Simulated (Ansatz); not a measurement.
Calculated with Ansatz (gas phase, PBE0-D4/def2-TZVP geometries, no zero-point term in ΔE). CBS: MP2 limit from def2 TZ/QZ plus the TZ coupled-cluster correction, frozen cores. This one scheme is used for every species. Functionals use def2-TZVPP. B3LYP here is the variant with VWN-RPA as its local correlation; programs differ in this.

`CBCl` + H₂ → `BCl` + CH₄  (hydrogenolysis of a B–C bond)

CCSD(T)/CBS gives -12.1 kJ/mol.

**Question.** Another level gave -19.1 kJ/mol. Which?
A. B3LYP/def2-TZVPP
B. ωB97X-V/def2-TZVPP
C. PBE-D4/def2-TZVPP
D. LDA (SPW92)/def2-TZVPP

**Answer.** A. B3LYP -19.1, ωB97X-V -12.8, PBE-D4 -5.8, LDA (SPW92) 0.7 kJ/mol.

Largest T1 diagnostic among the species: 0.012.

From BLYP to BHLYP (50 % exact exchange), in def2-TZVPP and without D4, ΔE moves by −4.1 kJ/mol. Leaving LDA and LC-ωPBE aside and taking each functional with its dispersion term where it has one, the values, not all of them listed here, spread over 13.9 kJ/mol, from BHLYP-D4 to revPBE-D4. LDA lies +10.1 kJ/mol from PBE without D4. In def2-TZVPP, CCSD(T) changes the Hartree–Fock value by +18.4 kJ/mol (the triples alone add +3.4 kJ/mol) and MP2 by +22.5 kJ/mol.
